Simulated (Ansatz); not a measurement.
**CH3Si+ (singlet): the correlation ladder, cc-pVTZ**

An exercise on one series of results from a longer session: the logs are not shown, and one member is left open.

Computed with Ansatz 0.2.0, Gaussian basis. Level: cc-pVTZ, core rule «outside noble gas», up to 6 orbitals frozen.

Plan: UHF; CCSD(T) on RHF; CCSD(T) on UHF; BCCD(T) on RHF; CCSDT(Q) on RHF; CCSDT(Q) on UHF; CASSCF and NEVPT2, 10 electrons in 11 orbitals.

5 further runs of the same task are left out: 5 set aside as unsound or not needed.

### The geometry

The geometry is a PBE0/def2-TZVP stationary point (not a proven minimum) of the parent state, kept for this charge and spin.

5 atoms, charge 1, spin multiplicity 1.

Atoms are counted from 1 here; the program's logs count them from 0.

Bond lengths: Si1–C2 1.890 Å, Si1–H3 1.488 Å, Si1–H4 1.488 Å, Si1–H5 1.492 Å. Angles: C2–Si1–H3 112.5°, C2–Si1–H4 112.5°, C2–Si1–H5 101.7°, H3–Si1–H4 109.7°, H3–Si1–H5 110.2°, H4–Si1–H5 110.2°.

Set-up of the first run:

File in.yaml:

```yaml
crystal:
  periodic: [false, false, false]
  atoms:
    - {symbol: Si, position_ang: [-0.002716, 0.000000, 0.492711]}
    - {symbol: C, position_ang: [0.023717, -0.000001, -1.396758]}
    - {symbol: H, position_ang: [0.630455, -1.216386, 1.069825]}
    - {symbol: H, position_ang: [0.630650, 1.216284, 1.069826]}
    - {symbol: H, position_ang: [-1.468051, 0.000117, 0.775218]}
basis:
  gaussian: {orbitals: cc-pVTZ}
total_charge: 1
magnetization: {spin_polarized: true, initial_magnetization: 0}
hamiltonian: {xc: hf}
output: {orbitals: {seedname: orbitals}}
```

On the command line:

```bash
> ansatz run in.yaml --threads 1 --pin off --events-out ev --progress --plain --max-ram 4096MiB --backend cpu
```

Steps of the session up to this table: UHF; CCSD(T) on RHF; CCSD(T) on UHF; BCCD(T) on RHF; CCSDT(Q) on RHF; CCSDT(Q) on UHF; CASSCF and NEVPT2, 10 electrons in 11 orbitals.

One of the session's tables, all rows but one given; the rest of the session is left out.

```
        method  from RCCSDT(Q) (meV)
           RHF               +7408.7
           UHF                     ?
          RMP2               +1784.4
          UMP2               +1727.3
         RCCSD                +352.1
         UCCSD                +347.7
      RCCSD(T)                 +84.3
      UCCSD(T)                +101.6
       BCCD(T)                 +80.6
        RCCSDT                 +23.6
        UCCSDT                 +29.1
     RCCSDT(Q)                     0
     UCCSDT(Q)                  +1.3
CASSCF valence               +4293.9
NEVPT2 valence               +1180.3
```

Q: Estimate the row for UHF from the others.

The run gave: from RCCSDT(Q) (meV): +6784.2. In the column «from RCCSDT(Q) (meV)» it lies between CASSCF valence (+4293.9) and RHF (+7408.7).

Caveats from the session: The determinant is far from a pure spin state, so its energy mixes those of several spin states (harmless only where they are near-degenerate, as at dissociation). Warnings: restricted reference is unstable; spin contamination; large T1 diagnostic. Restricted and unrestricted rows rest on different reference determinants; where their highest levels disagree by more than a few hundredths of an eV, they describe different states and don't form one ladder.
